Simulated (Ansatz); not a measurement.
**SiP+ (singlet): RKS PBE0, RPA-PBE over a scan of the distance Si1–P2, 6-31G**

How well do these functionals follow the top wave-function level for SiP+ (singlet) over a scan of the distance Si1–P2?

Program: Ansatz 0.2.0, Gaussian basis. Level of theory: 6-31G, all electrons in the functionals, frozen cores in the correlation of double hybrids and RPA. These are calculated values, not measurements.

The runs, in order: RKS PBE0, RPA-PBE, at 1.770 Å; 1.994 Å; 2.233 Å; 2.399 Å; 2.756 Å; 3.127 Å; 3.656 Å; 4.227 Å; 5.026 Å; 6.172 Å; 7.430 Å.

25 further runs of the same task are left out: 1 for a known fault of the program, 19 that didn't finish, 5 set aside as unsound or not needed.

### 1 What is computed

The geometry derives from a PBE0/def2-TZVP stationary point (not a proven minimum). One bond is set to the value named and the two fragments are kept rigid.

2 atoms, charge 1, spin multiplicity 1.

Atoms are counted from 1 here; the program's logs count them from 0.

Bond lengths: Si1–P2 2.233 Å.

No dispersion term is added.

The geometry shown and the zero of energy belong to the point 2.233 Å. The yardstick, FCI, and other wave-function levels (R restricted, U unrestricted, valence and pair active spaces) come from earlier runs.

### 2 RKS PBE0, 1.770 Å

The input, in.yaml:

```yaml
crystal:
  periodic: [false, false, false]
  atoms:
    - {symbol: Si, position_ang: [0.000000, 0.000000, 0.000000]}
    - {symbol: P, position_ang: [0.000000, 0.000000, 1.770000]}
basis:
  gaussian: {orbitals: 6-31G}
total_charge: 1
hamiltonian: {xc: {name: PBE0}}
```

Started as:

```sh
$ ansatz run in.yaml --threads 1 --pin off --events-out ev --progress --plain --max-ram 2393MiB
```

The runs that follow: RKS PBE0, 1.994 Å; RKS PBE0, 2.233 Å; RKS PBE0, 2.399 Å; RKS PBE0, 2.756 Å; RKS PBE0, 3.127 Å; RKS PBE0, 3.656 Å; RKS PBE0, 4.227 Å; RKS PBE0, 5.026 Å; RKS PBE0, 6.172 Å; RKS PBE0, 7.430 Å; RPA-PBE, 1.770 Å; RPA-PBE, 1.994 Å; RPA-PBE, 2.233 Å; RPA-PBE, 2.399 Å; RPA-PBE, 2.756 Å; RPA-PBE, 3.127 Å; RPA-PBE, 3.656 Å; RPA-PBE, 4.227 Å; RPA-PBE, 5.026 Å; RPA-PBE, 6.172 Å; RPA-PBE, 7.430 Å.

**Question.** What will the summary of the whole plan be? Wanted: span of the FCI curve; largest miss, RKS PBE0.

As calculated:

| quantity | value |
| --- | --- |
| span of the FCI curve | 2.379 eV |
| largest miss, RKS PBE0 | +1.623 eV (6.172 Å) |

In words: RKS PBE0 strays by up to 1.623 eV, at 6.172 Å. Functionals and the yardstick converge differently with the basis, so part of each miss in 6-31G is the basis.
